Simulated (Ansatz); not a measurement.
## Does KCdF3 in P4mm form from CdF2 and KF?

Plane-wave DFT in Ansatz with scalar-relativistic PAW potentials, cutoff 500 eV, Γ-centred meshes chosen by cell and gap, Gaussian smearing with energies taken to zero width. Every cell was relaxed (cell and atoms) in a run of its own, within the symmetry of its start. Functional: r2SCAN.

The ternary relaxed to P4mm, 5 atoms in the computed cell, a = 4.386 Å, c = 4.386 Å; sites (symmetry × multiplicity) K 4mm × 1, Cd 4mm × 1, F 2mm. × 2 + 4mm × 1.

Total energies hold large constants for each element; a whole number of eV per atom of each element is taken off below, which cancels in a balanced reaction.

```tsv
compound	lowest structure computed	structures tried	V (Å³/atom)	gap on mesh (eV)	E (eV per formula unit, common shift removed)
KCdF3	P4mm	1	16.87	3.84	-13.6268
CdF2	Fm-3m	1	13.04	3.79	-7.3781
KF	Fm-3m	1	18.79	6.91	-6.1917
```

Task: Balance the reaction and work out its energy at 0 K.

Result: The balance is CdF2 + KF → KCdF3. ΔE = -0.057 eV per formula unit, -11.4 meV/atom, and the volume changes by 10.0 %. The ternary lies below these binaries, so it can form from them; whether it is stable also hangs on other ternaries and on other oxidation states, which this balance leaves out. Against the elements it is bound by 2.68 eV/atom, 235 times the size of this reaction energy: most of the binding is already in the binaries, and stability is decided by the small rest. A lower form of a binary that wasn't tried would raise the value, and a lower form of the ternary would lower it.